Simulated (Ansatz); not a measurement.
Ansatz (a program for electronic structure) input (BHLYP/def2-TZVPD):

Ansatz 0.2 input:
```yaml
crystal:
  periodic: [false, false, false]
  atoms:
    - {symbol: C, position_ang: [0.05713489, 0.62201518, 0.05144694]}
    - {symbol: N, position_ang: [-0.00528734, -0.81344612, 0.05212403]}
    - {symbol: H, position_ang: [-0.94857585, 1.06891843, 0.03510111]}
    - {symbol: H, position_ang: [-0.51054075, -1.09359063, -0.79570070]}
    - {symbol: H, position_ang: [0.58587122, 0.98412688, 0.93348780]}
    - {symbol: H, position_ang: [0.56744742, 1.00257708, -0.84643810]}
basis:
  gaussian:
    orbitals: def2-TZVPD
hamiltonian:
  xc: {name: BHLYP}
magnetization: {spin_polarized: true, initial_magnetization: 1}
output: {forces: true}
```

Output:

```
Functional definition: BHLYP
integrals: 0.02 GiB planned
626 factors; their error is unknown
mean field: 0.33 GiB planned
mean field evaluation 1: about -2586.7882 eV, gradient 2.5e1 eV
mean field evaluation 2: about -2587.6604 eV, gradient 2.2e1 eV
mean field evaluation 4: about -2589.7858 eV, gradient 1.1e0 eV
mean field evaluation 8: about -2589.7966 eV, gradient 3.2e-2 eV
mean field evaluation 16: about -2589.7966 eV, gradient 4.2e-5 eV
mean field -2589.79660204 eV, -95.1732696977 hartree, gradient 4.2e-5 eV, S^2 0.755825; 0 other end points of the search recorded, 0 dependent functions left out
the calculation of the forces begins
reference -2589.79674233 eV, -95.1732748532 hartree; 9, 8 occupied and 101, 102 virtual orbitals, 626 factors
Total energy: -2589.79674233 eV, -95.1732748532 hartree
Atom 0 at     0.057135     0.622015     0.051447 Å, force    -0.018596     0.166998    -0.044548 eV/Å
Atom 1 at    -0.005287    -0.813446     0.052124 Å, force    -0.236898     0.161891    -0.419587 eV/Å
Atom 2 at    -0.948576     1.068918     0.035101 Å, force     0.271035    -0.168608     0.037282 eV/Å
Atom 3 at    -0.510541    -1.093591    -0.795701 Å, force     0.231266     0.095341     0.390543 eV/Å
Atom 4 at     0.585871     0.984127     0.933488 Å, force    -0.134667    -0.103783    -0.223782 eV/Å
Atom 5 at     0.567447     1.002577    -0.846438 Å, force    -0.112141    -0.151840     0.260092 eV/Å
Dipole moment:    -0.138159     0.283151    -0.258907 e Å
```

It need not be the lowest isomer of its formula.
